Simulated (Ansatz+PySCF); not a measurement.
Values are calculated unless marked as measured or tabulated.
**Several solutions for singlet NaCl in separate pieces**

```xyz
2

Na    0.0000    0.0000    0.0000
Cl   10.0000    0.0000    0.0000
```

Basis set: cc-pVDZ (spherical functions). Charge 0, multiplicity 1.

ωB97X (restricted) was run from several starts with Ansatz (development build ahead of 0.2.0) and PySCF 2.14.0.

```tsv
run	program	start	converged	energy (hartree)	<S²>
A	Ansatz	atomic start, no search	yes	-622.38568	0.00
B	Ansatz	stability test followed	yes	-622.38568	0.00
C	PySCF	program defaults	yes	-622.38243	0.00
D	Ansatz	search for the lowest state	yes	-622.38568	0.00
E	PySCF	guess minao, instabilities followed	yes	-622.38568	0.00
```

Which runs reached the lowest solution of this kind, and what is wrong with the others?

A, B, D, E reached the lowest solution found. Converged but too high: C by 0.09 eV. Convergence only shows a stationary point, and even a stable one can lie too high; stability tests and further starts are what find lower ones. Caution: charge can spread falsely over distant fragments. Caution: an unrestricted determinant lies well below (0.37 eV lower).
